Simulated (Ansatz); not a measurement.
# AlF2H: molecular dynamics

Purpose: to follow the molecule's vibrations and see whether its bonds hold. The start is relaxed first. Runs: 300 steps of 0.5 fs at constant energy, with velocities drawn for 50 K.

All numbers below are computed with Ansatz 0.2.0 (RHF/def2-SVP).

## 1. The system as given

Bond lengths: Al1–H2 1.560 Å, Al1–F3 1.690 Å, Al1–F4 1.690 Å. Angles: H2–Al1–F3 120.0°, H2–Al1–F4 120.0°, F3–Al1–F4 120.0°.

Structure file:

```xyz
4

Al    0.0000    0.0000    0.0000
H     0.0000    0.0000    1.5600
F     1.4635    0.0000   -0.8450
F    -1.4635    0.0000   -0.8450
```

## 2. Preparing the start

The input, input.yaml:

```yaml
crystal:
  periodic: [false, false, false]
  atoms:
    - { symbol: Al, position_ang: [0.0, 0.0, 0.0] }
    - { symbol: H, position_ang: [0.0, 0.0, 1.56] }
    - { symbol: F, position_ang: [1.4635, 0.0, -0.845] }
    - { symbol: F, position_ang: [-1.4635, 0.0, -0.845] }
basis:
  gaussian: { orbitals: def2-SVP }
hamiltonian:
  xc: hf
relax:
  f_tol: 0.02
  max_steps: 40
```

The run is started by

```console
$ ansatz run input.yaml --threads 1 --pin off --max-ram 2048MiB --backend cpu --events-out ev --progress --plain --runs-dir out
```

Further steps of the session: Dynamics.

Before running it: what results should come out? Wanted: relaxation of the start; temperature, first and last step; temperature, second half; potential energy, second half; largest change of the total energy; bonds formed or broken.

As calculated:

| quantity | value |
| --- | --- |
| relaxation of the start | 3 moves, 0.085 eV lower |
| length | 300 steps of 0.5 fs |
| temperature, first and last step | 50 and 20 K |
| temperature, second half | mean 25 K, from 6 to 44 K |
| potential energy, second half | +2 meV/atom from the start |
| largest change of the total energy | 0.01 meV/atom |
| bonds formed or broken | 0 |

In words: The temperature starts at 50 K and averages 25 K in the second half, where it ranges from 6 to 44 K. About half is expected from a start at a minimum: kinetic energy passes into potential energy until both shares match. The total energy strays from its start by at most 0.01 meV/atom, 0.8 % of the mean kinetic energy, which is good for a step of 0.5 fs. No bond forms or breaks. Averages from a run of 150 fs with 4 atoms are rough. The nuclei move classically, without zero-point motion, which matters most for hydrogen.
